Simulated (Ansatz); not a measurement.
BCl (`[B]Cl`), 2 atoms. The species carries charge 0 and has multiplicity 1. All runs use 2 threads of an AMD EPYC 7R13 on a shared host. Correlated methods freeze the cores. Open-shell runs search over several starts.

Question: Give the basis size and wall time and peak host memory of each of these runs in Ansatz. UKS B3LYP-D4/def2-TZVPP energy of the cation; RHF-CCSD(T)/cc-pV(D+d)Z energy; direct RPA on PBE orbitals/def2-TZVPP energy; UKS PBE0-D4/def2-TZVPP energy of the cation; RHF-CCSD(T)/cc-pV(Q+d)Z energy; RKS ωB97M-V/def2-QZVPP energy; RKS PBE0-D4/def2-TZVP relaxation (4 steps); RHF-CCSD(T)/def2-QZVPP energy; RHF-CCSD(T)/cc-pV(T+d)Z energy; RKS ωB97M-V/def2-SVP energy; UKS ωB97X-V/def2-TZVPP energy of the cation; UHF-CCSD(T)/def2-TZVPP energy of the cation. (Estimate.)

Answer: Computed: Other jobs shared the machine, so times are rough.

```
                                level                   job  functions  wall time  peak host memory (GiB)
              RHF-CCSD(T)/cc-pV(D+d)Z                energy         37     0.25 s                    0.18
                 RKS ωB97M-V/def2-SVP                energy         32      0.5 s                    0.18
direct RPA on PBE orbitals/def2-TZVPP                energy         73     0.52 s                    0.18
              UKS B3LYP-D4/def2-TZVPP  energy of the cation         73     0.56 s                    0.18
               UKS PBE0-D4/def2-TZVPP  energy of the cation         73     0.56 s                    0.18
              RHF-CCSD(T)/cc-pV(T+d)Z                energy         69     0.66 s                    0.18
               UHF-CCSD(T)/def2-TZVPP  energy of the cation         73      1.2 s                    0.27
               UKS ωB97X-V/def2-TZVPP  energy of the cation         73      1.5 s                     0.2
               RKS ωB97M-V/def2-QZVPP                energy        127      1.6 s                    0.24
              RHF-CCSD(T)/cc-pV(Q+d)Z                energy        119        2 s                    0.44
                RKS PBE0-D4/def2-TZVP  relaxation (4 steps)         68      2.2 s                    0.17
               RHF-CCSD(T)/def2-QZVPP                energy        127        3 s                     0.5
```

B3LYP here is the variant with VWN-RPA as its local correlation; programs differ in this.
